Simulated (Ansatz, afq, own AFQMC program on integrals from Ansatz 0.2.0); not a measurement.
SiH5, doublet in cc-pVTZ, levels against CCSDT(Q)

```xyz
6

Si   -0.0822    0.0000    0.0000
H    -0.5771    1.3997    0.0000
H    -0.5771   -0.6999    1.2122
H    -0.5771   -0.6999   -1.2122
H     1.5738    0.0000    0.0000
H     2.4478    0.0000    0.0000
```

Basis cc-pVTZ. Only valence electrons are correlated. Integrals, coupled cluster, full CI and functionals: Ansatz 0.2.0; the random walks run on the same integrals in our own AFQMC program. ph-AFQMC/CISD is guided by a CISD state made of CCSD amplitudes; releasing the constraint for a short imaginary time cuts its bias at the price of noise, slowly where states lie close. ± is one standard error of the sampling.

Determinant: UHF, the one that the program's search chose, which needn't be the lowest solution. The geometry is a point of a scan.

No full CI on the walks' own integrals is used here; CCSDT(Q) serves as the reference and is uncertain by about the last step of the cluster series.

```
T1 diagnostic                               : 0.0164
weight of the determinant in the CISD state : 0.901
⟨S²⟩ of the determinant                     : 0.773
size of the correlated space                : 9 electrons in 99 orbitals
```

| level | correlation energy (eV) |
| --- | --- |
| MP2 | -4.2691 |
| CCSD | -5.2002 |
| CCSD(T) | -5.3292 |

**Question.** Estimate where phaseless AFQMC with a CISD trial lies against CCSD(T) on the same integrals.

**Answer.** 0.66 ± 0.06 kcal/mol below CCSD(T).

Reference: CCSDT(Q), correlation energy -5.359 eV. The released energy is read at 2.40 1/Eh (meV from the phaseless value at times in 1/Eh: 0 ± 3 at 0.24, -4 ± 3 at 0.51, -2.5 ± 2.4 at 0.99, -2 ± 3 at 1.62, -1 ± 4 at 2.40).

```json
{"level": "CCSD(T)", "E − E(reference) (kcal/mol)": "0.69", "share of correlation (%)": "99.44"}
{"level": "CCSDT", "E − E(reference) (kcal/mol)": "0.09", "share of correlation (%)": "99.93"}
{"level": "ph-AFQMC/HF", "E − E(reference) (kcal/mol)": "-0.41 ± 0.51", "share of correlation (%)": "100.33"}
{"level": "ph-AFQMC/CISD", "E − E(reference) (kcal/mol)": "0.03 ± 0.06", "share of correlation (%)": "99.98"}
{"level": "released AFQMC", "E − E(reference) (kcal/mol)": "0.02 ± 0.09", "share of correlation (%)": "99.99"}
```

A walk keeps the symmetry of its determinant, which the program's search chose and which needn't be the lowest solution, so a lower state of the same spin and another symmetry isn't excluded. Released energies are given only where the last usable release times agree within the noise; a slower fall can still hide under it.
